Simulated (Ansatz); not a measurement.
Start from `[SiH3][AlH][SH]` and change one atom or group to get `[CH3][AlH][SiH3]`.

Ansatz, PBE0-D4/def2-TZVP geometries, multiplicity 1. Each molecule was computed in one conformer, which needn't be the lowest.

```json
{"property": "HOMO–LUMO gap (ωB97M-V/def2-TZVPP) / eV", "`[SiH3][AlH][SH]`": "9.69"}
{"property": "HOMO energy (PBE/def2-TZVPP) / eV", "`[SiH3][AlH][SH]`": "-6.72"}
{"property": "LUMO energy (PBE/def2-TZVPP) / eV", "`[SiH3][AlH][SH]`": "-2.51"}
{"property": "HOMO–LUMO gap (B3LYP/def2-TZVPP) / eV", "`[SiH3][AlH][SH]`": "5.68"}
{"property": "HOMO energy (ωB97M-V/def2-TZVPP) / eV", "`[SiH3][AlH][SH]`": "-9.80"}
{"property": "size of the dipole moment (ωB97M-V/def2-TZVPP) / D", "`[SiH3][AlH][SH]`": "0.97"}
```

(1) What does the change do to each property? (Best estimate.)

Results:

(1) Computed: 
```csv
property,`[CH3][AlH][SiH3]`,shift
HOMO–LUMO gap (ωB97M-V/def2-TZVPP) / eV,9.23,-0.46
HOMO energy (PBE/def2-TZVPP) / eV,-6.27,0.45
LUMO energy (PBE/def2-TZVPP) / eV,-2.50,0.01
HOMO–LUMO gap (B3LYP/def2-TZVPP) / eV,5.23,-0.45
HOMO energy (ωB97M-V/def2-TZVPP) / eV,-9.35,0.45
size of the dipole moment (ωB97M-V/def2-TZVPP) / D,1.06,0.09
```

Dipoles are sizes alone; their direction can turn.

B3LYP here is the variant with VWN-RPA as its local correlation; programs differ in this.
